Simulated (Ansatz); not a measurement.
# CaIr₂: computed properties

Method: DFT PBEsol, scalar-relativistic, plane waves, PAW in Ansatz 0.2.0.

Plane waves to 420 eV, a k mesh through Γ of 8×8×8 on the computed 6-atom cell and Gaussian smearing (0.10 eV); no spin polarisation.

The structure is relaxed at this level of theory with its symmetry kept. Whether it is the stable form of this composition wasn't checked.

Space group Fd-3m:1 (No. 227). a = 7.485 Å, b = 7.485 Å, c = 7.485 Å, α = 90.00°, β = 90.00°, γ = 90.00°
| atom | site | symmetry | x | y | z |
| --- | --- | --- | --- | --- | --- |
| Ca | 8b | -43m | 0.2500 | 0.7500 | 0.2500 |
| Ir | 16c | .-3m | 0.1250 | 0.1250 | 0.1250 |

```json
{"Space group": "Fd-3m (No. 227)", "Volume per atom": "17.47 Å³", "Formation energy from the elements' standard states (uncorrected)": "-0.411 eV/atom", "Kohn–Sham band gap": "none (metal)", "Density of states at the Fermi level": "7.71 states/eV per cell", "Löwdin character within 0.5 eV of the Fermi level": "Ir 5d 91 %, unprojected 5 %", "Bulk modulus": "185 GPa", "Its pressure derivative": "4.7", "Bader charges (e)": "Ca (2 in the cell) 1.30, Ir (4 in the cell) -0.65"}
```

Spin-orbit coupling is left out, which matters for the bands of heavy elements.

Cost: 9 runs of about 1.6 core-minutes in all, on Intel Xeon 6975P-C (Granite Rapids) (shared hosts).